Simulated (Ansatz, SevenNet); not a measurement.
For zinc-blende BAs, the machine-learned potential SevenNet-l3i5 (trained on PBE and PBE+U data) gives:

| Item | Value |
|---|---|
| lattice constant a | 4.820 Å |
| zone-centre TO phonon frequency | 534 cm⁻¹ |
| elastic constant C11 | 187 GPa |
| elastic constant C44 | 68.2 GPa |
| Voigt–Reuss–Hill shear modulus | 58.4 GPa |

### Question
What does r²SCAN (plane waves, PAW; Ansatz, a first-principles code) give for the same quantities?

### Answer

- lattice constant a: 4.784 Å (shrinks by 0.7 %)
- zone-centre TO phonon frequency: 697 cm⁻¹ (increases by 31 %)
- elastic constant C11: 289 GPa (increases by 55 %)
- elastic constant C44: 157 GPa (increases by 130 %)
- Voigt–Reuss–Hill shear modulus: 137 GPa (goes up by 130 %)

For comparison: lattice constant a 4.777 Å (measured, room temperature, not corrected to a static lattice; as tabulated in Lucero et al. (2012), arXiv:1111.4515); elastic constant C11 285 GPa (measured, room temperature, no zero-point or thermal correction; as tabulated in Kang et al. (2019), arXiv:1911.11281); elastic constant C44 149 GPa (measured, room temperature, no zero-point or thermal correction, our sources range from 149 to 173; as tabulated in Kang et al. (2019), arXiv:1911.11281).

Changes are worked out from the printed values.

Unless a cell is named, each level is at its own relaxed cell (SevenNet-l3i5 14.00, r²SCAN 13.68 Å³/atom).

Ansatz's density-functional and Hartree–Fock values are scalar-relativistic unless marked +SOC, with PAW data made under PBE.
